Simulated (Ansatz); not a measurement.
How the Voigt–Reuss–Hill shear modulus of rock-salt PbTe moves with the method

No measured value is used here.

Question: Put these levels in order of the Voigt–Reuss–Hill shear modulus that they give for rock-salt PbTe, smallest first: LDA (Ansatz, an electronic-structure program), PBE (Ansatz), r²SCAN (Ansatz).

Answer: PBE (24.0 GPa), r²SCAN (26.2 GPa), LDA (29.4 GPa)

Unless a cell is named, each level is at its own relaxed cell (LDA 32.46, PBE 35.44, r²SCAN 34.88 Å³/atom).

Density-functional levels without +SOC have no spin–orbit coupling. Each level is taken at its own relaxed cell. Cutoffs differ between the levels. Ansatz's density-functional and Hartree–Fock values are scalar-relativistic unless marked +SOC, with PAW data made under PBE.
